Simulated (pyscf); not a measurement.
AsH₃ + silanol (HO–SiH₃) -> AsH₃ + silanol (HO–SiH₃) (four-centre exchange; singlet surface; As–H, H–O broken, As–H, H–O formed). Single points on ωB97X-D3(BJ)/def2-SVP structures (PySCF, gas phase). Correlated levels are frozen-core, on RHF or UHF. ΔMP2 is the change of the MP2 total energy from the triple- to the quadruple-zeta basis. Energies in eV from the separated reactants.

```tsv
level	barrier	reaction energy
ωB97X-D3(BJ)/def2-TZVP	2.39	0.00
r²SCAN/def2-TZVP	…	0.00
PBE0-D3(BJ)/def2-TZVP	2.13	0.00
M06-2X/def2-TZVP	2.24	0.00
ωB97M-D3(BJ)/def2-TZVP	2.31	0.00
CCSD(T)/def2-TZVPP	2.40	0.00
CCSD(T)/def2-TZVPP + ΔMP2(QZVPP)	…	0.00
```

Problem. What belongs in the gaps?

Solution. 
- r²SCAN/def2-TZVP, barrier: 2.18
- CCSD(T)/def2-TZVPP + ΔMP2(QZVPP), barrier: 2.35

The same reactants have a lower exit, to H₃Si–AsH₂ + H₂O (barrier +1.97 eV at ωB97M-D3(BJ)/def2-TZVP, against +2.31 eV here). One saddle was located; it need not be the lowest between these sides. The CCSD(T) − MP2 part came from Ansatz, without density fitting, on the same reference. The frozen core leaves the outer d or s,p core shells of the metals and heavy elements correlated in the MP2 and CC values, and def2-TZVPP describes them poorly, which can shift differences by a few kcal/mol. Elements up to Kr have no core potential and no relativistic terms here.
